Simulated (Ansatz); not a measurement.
Species: H2O, SMILES `O` (charge 0, multiplicity 1).

**Question.** Give a relaxed geometry from B3LYP-D3(BJ)/def2-SVP (Ansatz, a program for electronic structure).

**Answer.** the end point of this relaxation (outside a Z-matrix the atoms follow the SMILES, hydrogens last).
Bonded distances (Å): O1–H2 0.967, O1–H3 0.967. Bond angles (°): H2–O1–H3 103.1.
